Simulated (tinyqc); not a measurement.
Inside a calculation. Method: CCD on RHF in the sto-3g basis, for H2O, spin multiplicity 1. One step of it, computed by the program tinyqc.

Question. CCD: starting amplitudes. t_ij^ab = <ij||ab> / (e_i + e_j - e_a - e_b), whose energy is MP2.

orbital energies (hartree): MO1 -20.267459, MO2 -1.226945, MO3 -0.548471, MO4 -0.458634, MO5 -0.392858, MO6 0.515415, MO7 0.596800

Two-electron integrals over orbitals (pq|rs), unique and non-zero (hartree):
```
(11|11) 4.746390    (21|11) -0.424948   (21|21) 0.060238    (22|11) 1.014569
(22|21) -0.014509   (22|22) 0.724946    (31|31) 0.011107    (32|31) 0.017417
(32|32) 0.133631    (33|11) 0.779995    (33|21) -0.004737   (33|22) 0.627163
(33|33) 0.607307    (41|11) 0.177641    (41|21) -0.022983   (41|22) 0.013796
(41|33) 0.006036    (41|41) 0.025063    (42|11) -0.150253   (42|21) 0.008678
(42|22) -0.017277   (42|33) 0.003693    (42|41) 0.017327    (42|42) 0.128400
(43|31) -0.003206   (43|32) 0.024167    (43|43) 0.054539    (44|11) 0.937938
(44|21) -0.011700   (44|22) 0.658898    (44|33) 0.574822    (44|41) -0.008817
(44|42) -0.094690   (44|44) 0.710229    (51|51) 0.025978    (52|51) 0.032960
(52|52) 0.148399    (53|53) 0.027433    (54|51) -0.012858   (54|52) -0.046861
(54|54) 0.050662    (55|11) 1.115354    (55|21) -0.011997   (55|22) 0.751742
(55|33) 0.612787    (55|41) 0.005004    (55|42) -0.081158   (55|44) 0.693934
(55|55) 0.880159    (61|11) -0.201554   (61|21) 0.030778    (61|22) -0.000815
(61|33) 0.000856    (61|41) 0.002154    (61|42) 0.021186    (61|44) -0.016913
(61|55) -0.005395   (61|61) 0.027608    (62|11) 0.275332    (62|21) -0.005878
(62|22) 0.135753    (62|33) 0.072463    (62|41) 0.018676    (62|42) 0.028286
(62|44) 0.063846    (62|55) 0.144832    (62|61) 0.010583    (62|62) 0.098037
(63|31) 0.003129    (63|32) -0.031942   (63|43) -0.033628   (63|63) 0.068210
(64|11) 0.264190    (64|21) -0.003512   (64|22) 0.119013    (64|33) 0.049976
(64|41) 0.000245    (64|42) -0.053863   (64|44) 0.131804    (64|55) 0.145267
(64|61) -0.002706   (64|62) 0.057842    (64|64) 0.095974    (65|51) 0.013330
(65|52) 0.051880    (65|54) 0.004110    (65|65) 0.035508    (66|11) 0.805009
(66|21) -0.007535   (66|22) 0.607570    (66|33) 0.559930    (66|41) 0.018582
(66|42) 0.047545    (66|44) 0.552004    (66|55) 0.589097    (66|61) 0.009398
(66|62) 0.098054    (66|64) 0.053203    (66|66) 0.594331    (71|31) 0.014502
(71|32) 0.021600    (71|43) -0.004271   (71|63) 0.003547    (71|71) 0.018967
(72|31) 0.014529    (72|32) 0.049542    (72|43) -0.034115   (72|63) 0.032182
(72|71) 0.018128    (72|72) 0.065476    (73|11) 0.366223    (73|21) -0.007127
(73|22) 0.153588    (73|33) 0.089495    (73|41) -0.000438   (73|42) -0.082781
(73|44) 0.140180    (73|55) 0.198046    (73|61) -0.006238   (73|62) 0.069253
(73|64) 0.100280    (73|66) 0.044347    (73|73) 0.160827    (74|31) -0.008969
(74|32) -0.076295   (74|43) -0.011127   (74|63) 0.050782    (74|71) -0.011667
(74|72) -0.015711   (74|74) 0.073396    (75|53) 0.023731    (75|75) 0.024114
(76|31) 0.007700    (76|32) 0.085937    (76|43) 0.058525    (76|63) -0.059803
(76|71) 0.009741    (76|72) -0.008401   (76|74) -0.061157   (76|76) 0.109604
(77|11) 0.829890    (77|21) -0.008540   (77|22) 0.607938    (77|33) 0.589455
(77|41) 0.004094    (77|42) -0.013875   (77|44) 0.579670    (77|55) 0.605975
(77|61) -0.003405   (77|62) 0.061228    (77|64) 0.045930    (77|66) 0.557314
(77|73) 0.086128    (77|77) 0.596949
```

Give: Starting amplitudes; correlation energy.

Answer.

Starting amplitudes (spin orbitals 1a, 1b, ...; amplitudes related by a flip of all spins are not repeated; the 24 largest):

| from | to | t |
|---|---|---|
| 3a 3b | 7a 7b | -0.0702 |
| 4a 4b | 6a 6b | -0.0493 |
| 3a 4b | 6b 7a | 0.0473 |
| 4a 4b | 7a 7b | -0.0348 |
| 3a 3b | 6a 6b | -0.0321 |
| 2a 2b | 6a 6b | -0.0281 |
| 2a 3b | 6a 7b | -0.0240 |
| 3a 4b | 6a 7b | -0.0240 |
| 3a 4a | 6a 7a | 0.0234 |
| 2a 4b | 6a 6b | -0.0213 |
| 5a 5b | 6a 6b | -0.0195 |
| 2a 2b | 7a 7b | -0.0180 |
| 2a 3a | 6a 7a | -0.0128 |
| 5a 5b | 7a 7b | -0.0122 |
| 2a 3b | 6b 7a | 0.0111 |
| 2a 4b | 7a 7b | 0.0055 |
| 1a 2b | 7a 7b | -0.0008 |
| 1a 1b | 6a 6b | -0.0007 |
| 1a 4b | 7a 7b | 0.0005 |
| 1a 2b | 6a 6b | -4.70e-04 |
| 1a 1b | 7a 7b | -4.55e-04 |
| 1a 3a | 6a 7a | 4.46e-04 |
| 1a 3b | 6a 7b | 2.84e-04 |
| 1a 3b | 6b 7a | 1.62e-04 |

correlation energy = -0.047634 hartree
